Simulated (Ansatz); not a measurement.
We consider diamond-structure Si, described by PBE (Ansatz, a program for electronic structure, plane waves, PAW).

The same calculation (at the measured cell, 20.013 Å³/atom) with different numerical settings:

```csv
run,k mesh,high-frequency dielectric constant,static dielectric constant,TO(Γ) frequency (cm⁻¹),rough time
1,4×4×4,10.184,10.184,522.8,3 core-s
2,6×6×6,11.734,11.734,515.2,6 core-s
3,8×8×8,12.421,12.421,514.0,10 core-s
4,12×12×12,12.819,12.819,513.6,40 core-s
5,16×16×16,12.882,12.882,513.6,60 core-s
6,20×20×20,12.893,12.893,513.6,2 core-min
```

In the column high-frequency dielectric constant the first row differs from the last by -2.709 and the next to last by -0.011.

The last row is no converged limit: other settings stay fixed.
